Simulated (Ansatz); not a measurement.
A structure relaxed at PBE0-D4/def2-TZVP, charge 0, multiplicity 1:

```xyz
6

O    -0.6123   -0.6479   -0.6130
C     0.3020    0.1684   -0.0017
F     0.6356   -0.3091    1.2504
H    -1.4617   -0.5609   -0.1703
H    -0.0692    1.1891    0.1477
H     1.2056    0.1604   -0.6131
```

(1) Give its formula and SMILES.

(2) Summarise the bond lengths by kind.

Answers

(1) CH3FO, `OCF`.

(2) 1 × C–O 1.370 Å; 1 × H–O 0.962 Å; 1 × C–F 1.381 Å; 2 × C–H 1.091 to 1.096 Å.

Computed with Ansatz.
